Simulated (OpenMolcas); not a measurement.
## OpenMolcas input wanted

The species is [B2H7]− (9 atoms), meant as a singlet with charge -1. The shape is that of a GFN2-xTB optimisation.

```xyz
9

B     0.9990    0.4324   -0.7450
H    -0.0014    0.0031    0.0011
B    -0.9979   -0.4319    0.7443
H     0.6939    1.5350   -1.1060
H     1.9672    0.4302   -0.0364
H     1.0911   -0.3427   -1.6562
H    -1.9029   -0.6579   -0.0111
H    -1.2502    0.4530    1.5150
H    -0.5987   -1.4212    1.2943
```

Settings wanted:

```
method               : CCSD
reference            : RHF
relativity           : none
basis set            : ANO-S-VDZ
task                 : energy
frozen core orbitals : 2
nucleus              : point
```

Task: Give an OpenMolcas 26.06 job that does this.

Result: This one ran through:

coord.xyz:
```
9

B      0.998980     0.432440    -0.745020
H     -0.001410     0.003060     0.001110
B     -0.997930    -0.431900     0.744300
H      0.693930     1.535020    -1.106020
H      1.967190     0.430160    -0.036430
H      1.091060    -0.342710    -1.656210
H     -1.902880    -0.657850    -0.011110
H     -1.250220     0.453020     1.515040
H     -0.598710    -1.421240     1.294350
```

job.input:
```
* B2H7 CCSD

&gateway
 coord=coord.xyz
 basis=ANO-S-VDZ
 group=NoSym

&seward

&scf
 charge=-1
 prorbitals=1 2

&rasscf
 fileorb=$Project.ScfOrb
 spin=1
 nactel=0 0 0
 inactive=9
 ras2=0
 outorbitals=Canonical
 orblisting=Nothing

&motra
 jobiph
 frozen=2

&ccsdt
 ccsd
 iterations=50
 extrapolation=5 4
```

```bash
$ export MOLCAS_MEM=1860
$ pymolcas job.input > job.log
```

Calculated total energy: -53.52735 Eh. Without diffuse functions such a state is poorly described.
